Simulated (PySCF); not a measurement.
C5H7 (charge +1).
SMILES with atom numbers: `[CH:1]1=[CH:2][CH2:3][CH2:4][CH+:5]1` (hydrogens: H6 on C1; H7 on C2; H8, H9 on C3; H10, H11 on C4; H12 on C5)

Theory: core-valence-separated Tamm–Dancoff BHandHLYP/aug-pcX-1 (pcseg-1 on H) in PySCF, non-relativistic, gas phase, PBE0-D3(BJ)/def2-SVP geometry.

Computed carbon K-edge spectrum, Gaussian lines of 0.4 eV full width, highest printed point 100; it ends one width below the last computed root. BHandHLYP without relativity tends to put these K edges a few eV too low, so spacings mean more than positions.

```
photon energy (eV)  absorption
             280.4           1
             280.6          15
             280.8          78
             281.0         100
             281.2          32
             281.4           3
             281.6           0
             281.8           0
             282.0           0
             282.2           2
             282.4           3
             282.6           1
             282.8           0
             283.0           0
             283.2           0
             283.4           6
             283.6          34
             283.8          46
             284.0          15
             284.2           1
             284.4           0
             284.6           0
             284.8           0
             285.0           0
             285.2           0
             285.4           0
             285.6           0
             285.8           0
             286.0           0
             286.2           0
             286.4           1
             286.6          10
             286.8          30
             287.0          33
             287.2          14
             287.4          17
             287.6          46
             287.8          42
             288.0          24
             288.2          36
             288.4          26
             288.6          17
```

Q: Where are the maxima, and which lines make them up?

A: 6 maxima:
- 280.9 eV: C2/C5 (carbon bonded to 2 C and H), 280.93 eV, f = 0.158, sum of 2, 100 % of the height at the exact maximum
- 282.3 eV: C3/C4 (carbon bonded to 2 C and 2 H), 282.34 eV, f = 0.005, sum of 2, 100 % of the height at the exact maximum
- 283.7 eV: C1 (carbon bonded to 2 C and H), 283.74 eV, f = 0.071, 100 % of the height at the exact maximum
- 286.9 eV: C3/C4 (carbon bonded to 2 C and 2 H), 286.99 eV, f = 0.035, sum of 2, 61 % of the height at the exact maximum; C3/C4 (carbon bonded to 2 C and 2 H), 286.80 eV, f = 0.026, sum of 2, 39 % of the height at the exact maximum
- 287.7 eV: C3/C4 (carbon bonded to 2 C and 2 H), 287.64 eV, f = 0.045, sum of 2, 59 % of the height at the exact maximum; C1 (carbon bonded to 2 C and H), 287.69 eV, f = 0.019, 26 % of the height at the exact maximum; C2/C5 (carbon bonded to 2 C and H), 287.80 eV, f = 0.014, sum of 2, 15 % of the height at the exact maximum
- 288.2 eV: C3/C4 (carbon bonded to 2 C and 2 H), 288.24 eV, f = 0.052, sum of 2, 97 % of the height at the exact maximum

Roots within 0.03 eV on the same or equivalent atoms count as one line; shares under 12 % aren't listed.

Vibrational structure and lifetime widths aren't in the curve. The ionisation threshold wasn't computed; near and above it a finite basis only mimics Rydberg series and continuum.

Cost: about 30 s of CPU time on one thread; the machine was shared, so the figure is rough.
